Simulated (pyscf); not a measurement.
H₂N–Ga(OH)–OH (SMILES [NH2][Ga]([OH])[OH]) -> O=Ga–OH (SMILES [O]=[Ga][OH]) + NH₃ (SMILES N), an elimination (singlet surface; H–O, Ga–N broken, H–N formed). Single points on ωB97X-D3(BJ)/def2-SVP structures (PySCF, gas phase). Correlated levels are frozen-core, on RHF or UHF. ΔMP2 is the change of the MP2 total energy from the triple- to the quadruple-zeta basis. Energies in kcal/mol from the reactant's lowest minimum found.

Small-basis levels: PySCF, no dispersion term, spherical d functions. 

Question: In single points MP2/6-31G*+LANL2DZ puts the saddle at 48.5 kcal/mol and the reaction energy at +60.6 kcal/mol. Should these be trusted to within a few kcal/mol? Compare with CCSD(T)/def2-TZVPP + ΔMP2(QZVPP).

Answer: CCSD(T)/def2-TZVPP + ΔMP2(QZVPP) gives ΔE‡ = 50.4 kcal/mol and ΔE = +61.6 kcal/mol. MP2/6-31G*+LANL2DZ lies 1.9 kcal/mol under it in the barrier and 1.0 kcal/mol under it in the reaction energy, so on this step it holds to within 3.0 kcal/mol. CCSD(T)/def2-TZVPP + ΔMP2(QZVPP) has limits of its own. On the reactant side the descent ends in a point that may be a rotor saddle (no frequency run), 1.8 kcal/mol over the lowest minimum found and 48.8 kcal/mol under the saddle at ωB97X-D3(BJ)/def2-TZVP. On the product side the descent ends in an adduct with a Ga–N contact, 22.3 kcal/mol under the separated species and 8.7 kcal/mol under the saddle at ωB97X-D3(BJ)/def2-TZVP. At CCSD(T) the saddle lies under the separated products, which points to a path from their complex (located at ωB97X-D3(BJ) alone), and parting the products costs more than the saddle. What is counted as broken (Ga–N) persists as a longer contact in the product adduct; parting that adduct is a step of its own. This is the saddle that the search found; another between the same sides may lie lower. The CCSD(T) − MP2 part came from Ansatz, without density fitting, on the same reference. The frozen core leaves the outer d or s,p core shells of the metals and heavy elements correlated in the MP2 and CC values, and def2-TZVPP describes them poorly, which can shift differences by a few kcal/mol. In the def2 sets elements up to Kr have no core potential.
